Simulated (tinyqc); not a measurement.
G0W0 on RHF in the sto-3g basis, for BH2+, spin multiplicity 1, step by step. One step of it, computed by the program tinyqc.

Task: Screening: direct RPA. With D = e_a - e_i and K = (ia|jb): diagonalise D^(1/2) (D + 4K) D^(1/2) = Z w^2 Z^T; X + Y = D^(1/2) Z w^(-1/2), each column of Z with its largest component positive (the first on a tie); E_c = (sum w - tr (D + 2K)) / 2.

orbital energies (hartree): MO1 -7.974629, MO2 -1.045920, MO3 -0.897433, MO4 -0.263656, MO5 -0.196171, MO6 0.410892, MO7 0.437126

Two-electron integrals over orbitals (pq|rs), unique and non-zero (hartree):
```
(11|11) 2.890429    (21|11) -0.257969   (21|21) 0.036829    (22|11) 0.634658
(22|21) -0.007434   (22|22) 0.500966    (31|31) 0.009896    (32|31) 0.016999
(32|32) 0.148203    (33|11) 0.594174    (33|21) -0.003653   (33|22) 0.492321
(33|33) 0.512227    (41|11) 0.139871    (41|21) -0.016577   (41|22) 0.015705
(41|33) 0.007546    (41|41) 0.026654    (42|11) -0.051426   (42|21) 0.006896
(42|22) 0.035082    (42|33) 0.019473    (42|41) 0.014046    (42|42) 0.063423
(43|31) -0.002838   (43|32) 0.013412    (43|43) 0.027987    (44|11) 0.720467
(44|21) -0.013575   (44|22) 0.447588    (44|33) 0.445834    (44|41) -0.011732
(44|42) -0.062854   (44|44) 0.601577    (51|51) 0.021719    (52|51) 0.021768
(52|52) 0.073934    (53|53) 0.021287    (54|51) -0.011828   (54|52) -0.030193
(54|54) 0.044215    (55|11) 0.742000    (55|21) -0.009864   (55|22) 0.480661
(55|33) 0.459664    (55|41) 0.004873    (55|42) -0.025346   (55|44) 0.516273
(55|55) 0.586773    (61|11) -0.207126   (61|21) 0.032254    (61|22) -0.000163
(61|33) -0.000605   (61|41) -0.004682   (61|42) 0.013336    (61|44) -0.017584
(61|55) -0.005000   (61|61) 0.033506    (62|11) 0.192000    (62|21) -0.006889
(62|22) 0.041955    (62|33) 0.007839    (62|41) 0.012700    (62|42) -0.001308
(62|44) 0.060274    (62|55) 0.093086    (62|61) 0.000143    (62|62) 0.086722
(63|31) -0.000175   (63|32) -0.071609   (63|43) -0.018336   (63|63) 0.074616
(64|11) 0.069551    (64|21) 0.000540    (64|22) 0.021903    (64|33) 0.005117
(64|41) 0.006147    (64|42) 0.007791    (64|44) 0.029651    (64|55) 0.027475
(64|61) 0.004252    (64|62) 0.039470    (64|64) 0.025460    (65|51) 0.018421
(65|52) 0.054887    (65|54) -0.015616   (65|65) 0.048605    (66|11) 0.642424
(66|21) -0.006756   (66|22) 0.512812    (66|33) 0.501540    (66|41) 0.023547
(66|42) 0.059285    (66|44) 0.425552    (66|55) 0.470368    (66|61) 0.004954
(66|62) 0.026522    (66|64) 0.019692    (66|66) 0.563662    (71|31) 0.014963
(71|32) 0.021630    (71|43) -0.005128   (71|63) 0.000538    (71|71) 0.022926
(72|31) 0.006281    (72|32) -0.027761   (72|43) -0.029680   (72|63) 0.051499
(72|71) 0.009565    (72|72) 0.053792    (73|11) 0.205610    (73|21) -0.007471
(73|22) 0.019790    (73|33) 0.019625    (73|41) -0.002770   (73|42) -0.051041
(73|44) 0.101541    (73|55) 0.092836    (73|61) -0.008079   (73|62) 0.065097
(73|64) 0.024407    (73|66) -0.018423   (73|73) 0.105517    (74|31) -0.010136
(74|32) -0.068665   (74|43) 0.013273    (74|63) 0.034209    (74|71) -0.014428
(74|72) 0.002849    (74|74) 0.055206    (75|53) 0.016173    (75|75) 0.017635
(76|31) 0.010808    (76|32) 0.118533    (76|43) 0.025054    (76|63) -0.081868
(76|71) 0.013533    (76|72) -0.050446   (76|74) -0.052135   (76|76) 0.122912
(77|11) 0.675089    (77|21) -0.009991   (77|22) 0.486715    (77|33) 0.508498
(77|41) 0.003797    (77|42) 0.002546    (77|44) 0.479447    (77|55) 0.473672
(77|61) -0.008276   (77|62) 0.005412    (77|64) 0.000957    (77|66) 0.506071
(77|73) 0.029047    (77|77) 0.535618
```

Give: D^(1/2) (D + 4K) D^(1/2); excitation energies w; X + Y; RPA correlation energy.

Result:

D^(1/2) (D + 4K) D^(1/2) (hartree^2):
```
        1>4     1>5     1>6     1>7     2>4    2>5     2>6     2>7
1>4  60.281   0.000  -0.151   0.000   0.138  0.000   0.170   0.000
1>5   0.000  61.180   0.000   0.000   0.000  0.224   0.000   0.000
1>6  -0.151   0.000  71.441   0.000   0.137  0.000   0.002   0.000
1>7   0.000   0.000   0.000  71.529   0.000  0.000   0.000   0.135
2>4   0.138   0.000   0.137   0.000   0.810  0.000  -0.006   0.000
2>5   0.000   0.224   0.000   0.000   0.000  0.973   0.000   0.000
2>6   0.170   0.000   0.002   0.000  -0.006  0.000   2.628   0.000
2>7   0.000   0.000   0.000   0.135   0.000  0.000   0.000   2.519
3>4   0.000   0.000   0.000  -0.047   0.000  0.000   0.000  -0.115
3>5   0.000   0.000   0.000   0.000   0.000  0.000   0.000   0.000
3>6   0.000   0.000   0.000   0.007   0.000  0.000   0.000   0.287
3>7  -0.036   0.000  -0.108   0.000  -0.209  0.000   0.363   0.000

        3>4    3>5     3>6     3>7
1>4   0.000  0.000   0.000  -0.036
1>5   0.000  0.000   0.000   0.000
1>6   0.000  0.000   0.000  -0.108
1>7  -0.047  0.000   0.007   0.000
2>4   0.000  0.000   0.000  -0.209
2>5   0.000  0.000   0.000   0.000
2>6   0.000  0.000   0.000   0.363
2>7  -0.115  0.000   0.287   0.000
3>4   0.473  0.000  -0.067   0.000
3>5   0.000  0.551   0.000   0.000
3>6  -0.067  0.000   2.102   0.000
3>7   0.000  0.000   0.000   2.344
```

excitation energies w (hartree): 0.682  0.743  0.884  0.986  1.399  1.455  1.635  1.698  7.764  7.822  8.452  8.458

X + Y:
```
         1      2       3       4       5       6       7       8
1>4  0.000  0.000  -0.006   0.000   0.000   0.006   0.000  -0.004
1>5  0.000  0.000   0.000  -0.010   0.000   0.000   0.000   0.000
1>6  0.000  0.000  -0.005   0.000   0.000   0.004   0.000   0.002
1>7  0.002  0.000   0.000   0.000   0.002   0.000  -0.004   0.000
2>4  0.000  0.000   0.932   0.000   0.000  -0.092   0.000  -0.041
2>5  0.000  0.000   0.000   0.928   0.000   0.000   0.000   0.000
2>6  0.000  0.000  -0.031   0.000   0.000  -0.577   0.000   0.757
2>7  0.076  0.000   0.000   0.000  -0.469   0.000   0.847   0.000
3>4  0.963  0.000   0.000   0.000  -0.003   0.000  -0.038   0.000
3>5  0.000  0.972   0.000   0.000   0.000   0.000   0.000   0.000
3>6  0.044  0.000   0.000   0.000   0.861   0.000   0.406   0.000
3>7  0.000  0.000   0.169   0.000   0.000   0.773   0.000   0.509

         9     10      11     12
1>4  0.996  0.000  -0.013  0.000
1>5  0.000  0.997   0.000  0.000
1>6  0.014  0.000   0.996  0.000
1>7  0.000  0.000   0.000  0.997
2>4  0.001  0.000   0.001  0.000
2>5  0.000  0.001   0.000  0.000
2>6  0.001  0.000   0.000  0.000
2>7  0.000  0.000   0.000  0.001
3>4  0.000  0.000   0.000  0.000
3>5  0.000  0.000   0.000  0.000
3>6  0.000  0.000   0.000  0.000
3>7  0.000  0.000  -0.001  0.000
```

RPA correlation energy = -0.04224 hartree
